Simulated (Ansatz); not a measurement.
C$_{2}$H−, SMILES `[C-]#C` at its PBE0-D4/def2-TZVPD geometry, where that method's forces vanish. Charge -1, multiplicity 1.

| atom | x (Å) | y (Å) | z (Å) |
| --- | --- | --- | --- |
| C1 | -1.078 | 0.320 | 0.366 |
| C2 | 0.051 | -0.015 | -0.017 |
| H3 | 1.027 | -0.305 | -0.349 |

For each bond, give half the difference of the two atoms' forces along it (eV/Å; positive pushes the atoms apart) under PBE-D4, r2SCAN-D4, B3LYP-D4, ωB97M-V in def2-TZVPPD. (Estimate.)

Ansatz gave: 
```csv
bond,length (Å),PBE-D4,r2SCAN-D4,B3LYP-D4,ωB97M-V
C1–C2,1.238,0.77,0.25,-0.04,-0.28
C2–H3,1.071,-0.18,-0.13,-0.07,0.05
```

B3LYP here is the variant with VWN-RPA as its local correlation; programs differ in this.
